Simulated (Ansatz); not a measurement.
Born–Oppenheimer molecular dynamics of AlH$_{2}$NaS (5 atoms, charge 0, multiplicity 1). It goes on from the last frame of an earlier run, with new velocities.

Method: RKS r2SCANh-D4/def2-SVP (Ansatz 0.2.0).

```
ensemble        : NVT, Nosé–Hoover chain
time step       : 0.5 fs
steps asked     : 150
set temperature : 300 K
thermostat      : time constant 100 fs, chain length 3 (defaults)
masses          : H 3.016 u
seed            : 685955
```

First frame:

```xyz
5
Properties=species:S:1:pos:R:3
Na -1.024 -2.084 1.327
S 0.798 -0.407 1.954
Al 0.242 0.653 0.161
H -1.000 -0.355 -0.239
H 0.467 2.065 -0.609
```

Task: How far do the bonds stretch over the last three quarters of this one trajectory? (Pairs bonded in most of those frames.)

Result: 
| bond | mean (Å) | spread (Å) | shortest | longest |
| --- | --- | --- | --- | --- |
| Na1–S2 | 2.502 | 0.007 | 2.49 | 2.52 |
| Na1–Al3 | 3.069 | 0.057 | 2.99 | 3.18 |
| S2–Al3 | 2.124 | 0.047 | 2.06 | 2.19 |
| Al3–H4 | 1.648 | 0.038 | 1.58 | 1.70 |
| Al3–H5 | 1.592 | 0.022 | 1.56 | 1.63 |

Mean temperature of the second half: 389 K. The conserved energy stayed within 0.018 meV per atom of its start (net change -0.016 meV per atom), so the integration is sound. The mean temperature of the second half is 30 % above the set value. A run of 0.075 ps of so small a system gives no equilibrium averages. The orbitals stay closed-shell, which can raise the energy where a bond breaks towards radicals; this wasn't checked here.

The run took 8.3 min on 1 thread of Intel(R) Xeon(R) Platinum 8488C (Sapphire Rapids), with other jobs on the host, peak memory 0.15 GiB.
